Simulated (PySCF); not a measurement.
This PySCF input asks for the spin–spin couplings of SMILES N1=C(CF)C1, C$_{3}$H$_{4}$FN; the geometry comes from GFN2-xTB, dihedral held.

```python
import basis_set_exchange as bse
import numpy as np
from pyscf import gto, dft
from pyscf.data import nist
from pyscf.prop import ssc

atoms = """
F     1.493697    0.534018    1.249444
C     1.279676   -0.208067    0.118677
C    -0.127737   -0.213107   -0.277346
N    -1.326438   -0.037305    0.045615
C    -1.045617   -0.300453   -1.403137
H     1.615642   -1.233103    0.329044
H     1.899475    0.228684   -0.675421
H    -1.152877    0.531842   -2.086078
H    -1.328579   -1.268698   -1.794027
"""
names = dict.fromkeys(["F", "C", "N", "H"], "pcJ-1")
basis = {el: gto.basis.parse(bse.get_basis(n, elements=[el], fmt="nwchem")) for el, n in names.items()}
mol = gto.M(atom=atoms, basis=basis, charge=0, verbose=0)
mf = dft.RKS(mol, xc="B3LYP")
mf.grids.level = 2
mf.grids.alignment = dft.numint.BLKSIZE   # the property module wants whole blocks of grid points
mf.conv_tol = 1e-9
mf.kernel()

sc = ssc.RKS(mf)
sc.with_fcsd = True   # Fermi contact and spin-dipole together
sc.max_cycle_cphf = 60
g = {"C": 1.4048236, "F": 5.257736, "H": 5.58569468, "N": -0.566378}   # nuclear g factors of 13C, 19F, 1H, 15N
sc.nuc_pair = [(i, j) for i in range(mol.natm) for j in range(i + 1, mol.natm)
               if mol.atom_pure_symbol(i) in g and mol.atom_pure_symbol(j) in g]
K = sc.kernel()
unit = nist.HARTREE2J / nist.PLANCK * (0.5 * nist.E_MASS / nist.PROTON_MASS) ** 2
for (i, j), k in zip(sc.nuc_pair, K):
    a, b = mol.atom_pure_symbol(i), mol.atom_pure_symbol(j)
    J = unit * g[a] * g[b] * np.trace(k) / 3
    if abs(J) >= 1:
        print("%s%d %s%d %8.1f Hz" % (a, i, b, j, J))
```

Task: What does it print?

Result: 
```
F0 C1   -242.1 Hz
F0 C2     20.3 Hz
F0 N3      4.5 Hz
F0 C4      3.2 Hz
F0 H5     51.3 Hz
F0 H6     54.5 Hz
F0 H7     -2.5 Hz
F0 H8      3.8 Hz
C1 C2     75.6 Hz
C1 N3     -2.5 Hz
C1 C4      4.1 Hz
C1 H5    154.3 Hz
C1 H6    163.9 Hz
C1 H7     -1.8 Hz
C1 H8     -1.8 Hz
C2 N3      8.8 Hz
C2 C4     25.3 Hz
C2 H5     -6.3 Hz
C2 H6     -4.9 Hz
C2 H7     -2.9 Hz
C2 H8     -2.3 Hz
N3 C4     13.4 Hz
N3 H5     -2.0 Hz
N3 H6     -1.8 Hz
N3 H7     -3.6 Hz
N3 H8     -3.4 Hz
C4 H6      1.6 Hz
C4 H7    185.2 Hz
C4 H8    186.2 Hz
H5 H6    -18.2 Hz
H5 H7     -1.2 Hz
H5 H8     -1.0 Hz
H7 H8      9.8 Hz
```

These numbers come from an equivalent density-fitted implementation of the same equations, which agrees with the script to about 0.1 Hz, so last digits may differ.

The geometry is no minimum: GFN2-xTB, dihedral held.

Size and cost of the density-fitted run: 175 basis functions, 26 s wall time on 1 thread of an x86-64 server CPU, shared host.
